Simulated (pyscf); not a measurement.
**Four-centre exchange: `[OH][Ga]([F])[F]` + `[ClH]` → `[OH][Ga]([F])[Cl]` + `[FH]`**

Gas phase, singlet surface, charge 0. Bonds broken: Ga2–F3, Cl6–H7. Bonds formed: Ga2–Cl6, F3–H7. Single points on ωB97X-D3(BJ)/def2-SVP structures (PySCF, gas phase).

Transition state (Å):

```xyz
7

O      1.5808    -0.4840    -0.5166
Ga    -0.1435    -0.2835    -0.2081
F     -1.1124    -1.8708    -0.1908
F     -1.1126     1.0602    -0.7495
H      1.9954     0.2702    -0.9508
Cl    -0.6946    -0.6890     2.1052
H     -1.1493    -1.6389     1.1317
```

One imaginary mode, 441i cm⁻¹; descent along it reached the two sides named, in the forms told below.

```csv
bond,change,reactant side (Å),saddle,product side
Ga2–F3,breaks,1.767,1.860,2.166
Cl6–H7,breaks,1.300,1.434,2.348
Ga2–Cl6,forms,2.598,2.412,2.159
F3–H7,forms,2.030,1.343,0.943
```

Electronic energies relative to the separated reactants (eV):

| level | barrier | reaction energy | reverse barrier |
|---|---|---|---|
| ωB97X-D3(BJ)/def2-TZVP | -0.33 | -0.42 | 0.09 |
| PBE/def2-TZVP | -0.35 | -0.32 | -0.02 |
| r²SCAN/def2-TZVP | -0.41 | -0.33 | -0.08 |
| B3LYP-D3(BJ)/def2-TZVP | -0.24 | -0.33 | 0.09 |
| PBE0-D3(BJ)/def2-TZVP | -0.35 | -0.40 | 0.05 |
| M06-2X/def2-TZVP | -0.34 | -0.38 | 0.05 |
| ωB97M-D3(BJ)/def2-TZVP | -0.22 | -0.34 | 0.12 |
| HF/def2-TZVP | 0.28 | -0.34 | 0.63 |

With ωB97M-D3(BJ)/def2-TZVP energies and thermal terms (ideal gas, 1 atm, RRHO with modes under 100 cm⁻¹ raised to 100, one conformer, R ln 2 for rigid chiral ones), in eV:

```json
[
 {"T (K)": "298", "ΔH‡": "-0.25", "ΔG‡": "0.20", "ΔH": "-0.29", "ΔG": "-0.28"},
 {"T (K)": "600", "ΔH‡": "-0.25", "ΔG‡": "0.65", "ΔH": "-0.28", "ΔG": "-0.27"},
 {"T (K)": "900", "ΔH‡": "-0.24", "ΔG‡": "1.10", "ΔH": "-0.28", "ΔG": "-0.27"},
 {"T (K)": "1200", "ΔH‡": "-0.22", "ΔG‡": "1.55", "ΔH": "-0.28", "ΔG": "-0.27"}
]
```

On the reactant side the descent ends in an adduct with a Cl–Ga contact, 0.49 eV under the separated species and 0.16 eV under the saddle at ωB97X-D3(BJ)/def2-TZVP. On the product side the descent ends in an adduct with a F–Ga contact, 0.47 eV under the separated species and 0.56 eV under the saddle at ωB97X-D3(BJ)/def2-TZVP. At ωB97X-D3(BJ), PBE, r²SCAN, B3LYP-D3(BJ), PBE0-D3(BJ), M06-2X, ωB97M-D3(BJ) the saddle lies under the separated reactants, which points to a path from their complex (located at ωB97X-D3(BJ) alone). At PBE, r²SCAN the saddle lies under the separated products, which points to a path from their complex (located at ωB97X-D3(BJ) alone). What is counted as formed (Cl–Ga) is already present as a longer contact in the reactant adduct; forming that adduct is a step of its own. What is counted as broken (F–Ga) persists as a longer contact in the product adduct; parting that adduct is a step of its own. This is the saddle that the search found; another between the same sides may lie lower. Elements up to Kr have no core potential and no relativistic terms here.
